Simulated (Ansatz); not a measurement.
# CHNa (triplet): the correlation ladder at scale of all distances = 1.513, cc-pVDZ

Aim: climb from Hartree-Fock through coupled cluster and multireference methods for CHNa (triplet) at one geometry and basis, and see what each rung misses.

Method: cc-pVDZ, core rule «outside noble gas», up to 6 orbitals frozen; program: Ansatz 0.2.0, Gaussian basis.

To be run: UHF; CCSD(T) on ROHF; CCSD(T) on UHF; BCCD(T) on ROHF; CISD as a restricted active space (open shells left free, so some higher excitations enter); CCSDT(Q) on ROHF; CCSDT(Q) on UHF; CASSCF and MRCISD+Q, 4 electrons in 4 orbitals; CASSCF and NEVPT2, 4 electrons in 4 orbitals; Full CI.

29 further runs of the same task are left out: 16 for a known fault of the program, 10 that didn't finish, 3 set aside as unsound or not needed. Runs told in other sessions of the task aren't counted.

### Step 1. The geometry

The geometry derives from a PBE0/def2-TZVP stationary point (not a proven minimum). All distances are scaled together.

3 atoms, charge 0, spin multiplicity 3.

Atoms are counted from 1 here; the program's logs count them from 0.

No contacts short enough for the rule that draws bonds.

### Step 2. UHF

File in.yaml:

```yaml
crystal:
  periodic: [false, false, false]
  atoms:
    - {symbol: C, position_ang: [0.000000, 0.000000, 0.548821]}
    - {symbol: Na, position_ang: [0.000000, 0.000000, -2.764982]}
    - {symbol: H, position_ang: [0.000000, 0.000000, 2.216161]}
basis:
  gaussian: {orbitals: cc-pVDZ}
magnetization: {spin_polarized: true, initial_magnetization: 2}
hamiltonian: {xc: hf}
output: {orbitals: {seedname: orbitals}}
```

Run with:

```
ansatz run in.yaml --threads 1 --pin off --events-out ev --progress --plain --max-ram 2393MiB
```

The runs that follow: CCSD(T) on ROHF; CCSD(T) on UHF; BCCD(T) on ROHF; CISD as a restricted active space (open shells left free, so some higher excitations enter); CCSDT(Q) on ROHF; CCSDT(Q) on UHF; CASSCF and MRCISD+Q, 4 electrons in 4 orbitals; CASSCF and NEVPT2, 4 electrons in 4 orbitals; Full CI.

Before running them: what should the planned runs give, taken together? Wanted: FCI from the RHF energy; RMP2 from FCI; UMP2 from FCI; RCCSD from FCI; RCCSD(T) from FCI; UCCSD(T) from FCI; RCCSDT(Q) from FCI; UCCSDT(Q) from FCI; NEVPT2 pair from FCI.

The runs gave:

```
                         quantity                                                          value
          FCI from the ROHF energy                                                     -3.8928 eV
                    RMP2 from FCI                                                   +89.3 kJ/mol
                    UMP2 from FCI                                                   +95.9 kJ/mol
                   RCCSD from FCI                                                   +16.6 kJ/mol
                RCCSD(T) from FCI                                                    +3.9 kJ/mol
                UCCSD(T) from FCI                                                    +4.8 kJ/mol
               RCCSDT(Q) from FCI                                                    +0.1 kJ/mol
               UCCSDT(Q) from FCI                                                    -0.1 kJ/mol
             NEVPT2 pair from FCI                                                   +63.9 kJ/mol
           MRCISD+Q pair from FCI                                                    +0.6 kJ/mol
levels within 1 kcal/mol (43 meV)  RCCSD(T), RCCSDT, UCCSDT, RCCSDT(Q), UCCSDT(Q), MRCISD+Q pair
                    T1 diagnostic                                                          0.051
   effectively unpaired electrons                                                           2.13
```

In words: RCCSD(T) misses by +3.9 kJ/mol, 1.0 % of the correlation energy. The occupations are near whole numbers, but T1 = 0.051 shows that the orbitals relax strongly. Of the multireference levels listed MRCISD+Q pair comes nearest in total energy (+0.6 kJ/mol), which doesn't show that its space is the better one. These misses are within one basis, not against nature; the frozen cores of restricted and unrestricted runs differ, which can shift their rows.

Levels on UHF freeze UHF's core orbitals, full CI those of ROHF, so the U rows can settle a little off it for that reason alone.

With open shells the CI space here admits some higher excitations, so it is larger than plain CISD.
